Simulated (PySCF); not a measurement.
Magnetic susceptibility: SMILES [CH3+], [CH3]+, charge +1

Molfile (atoms numbered from 1):
```
CH3
     RDKit          3D

  4  3  0  0  0  0  0  0  0  0999 V2000
    0.0109   -0.0021    0.0171 C   0  0  0  0  0  0  0  0  0  0  0  0
    1.1056   -0.1395   -0.0286 H   0  0  0  0  0  0  0  0  0  0  0  0
   -0.6569   -0.7148   -0.4983 H   0  0  0  0  0  0  0  0  0  0  0  0
   -0.4160    0.8491    0.5763 H   0  0  0  0  0  0  0  0  0  0  0  0
  1  2  1  0
  1  3  1  0
  1  4  1  0
M  CHG  1   1   1
M  END
```

Method: PySCF 2.14.0, GIAO B3LYP/cc-pVDZ magnetisability, rotational g tensor and spin-rotation constants, non-relativistic, gas phase. Geometry: PBE0-D3(BJ)/def2-SVP.

For an ion the centre-of-mass motion in the field is neglected.

Task: How diamagnetic is it, and how anisotropic?

Result: Isotropic 11 × 10⁻³⁰ J/T², or 0.7 × 10⁻⁶ cm³/mol; principal values -234, 134, 134 × 10⁻³⁰ J/T², anisotropy 368 × 10⁻³⁰ J/T² (root of half the summed squared differences of the principal values). The susceptibility is in cgs units.

Task: Split it along the inertial axes a, b, c into diamagnetic and paramagnetic parts about the centre of mass, with the quadrupole moment.

Result: 
```tsv
axis	χ (10⁻⁶ cm³/mol)	diamagnetic (10⁻⁶ cm³/mol)	paramagnetic (10⁻⁶ cm³/mol)	summed x² of all electrons (Å²)	quadrupole Θ (D Å)
a	8.1	-15.7	23.8	2.7	+0.51
b	8.1	-15.7	23.8	2.7	+0.51
c	-14.1	-22.6	8.4	1.0	-1.01
```
Anisotropies 2χaa − χbb − χcc = +22.2 and 2χbb − χaa − χcc = +22.2 × 10⁻⁶ cm³/mol. Θ is traceless in Buckingham's convention.

Task: And the rotational g tensor?

Result: 
| axis | rotational constant (GHz) | g | nuclear part | electronic part |
| --- | --- | --- | --- | --- |
| a | 274.1676 | -2.0616 | 0.9996 | -3.0612 |
| b | 274.1123 | -2.0612 | 0.9993 | -3.0605 |
| c | 137.0701 | +0.4555 | 0.9995 | -0.5439 |

Oblate top; isotopes 12C, 1H; no vibrational averaging.
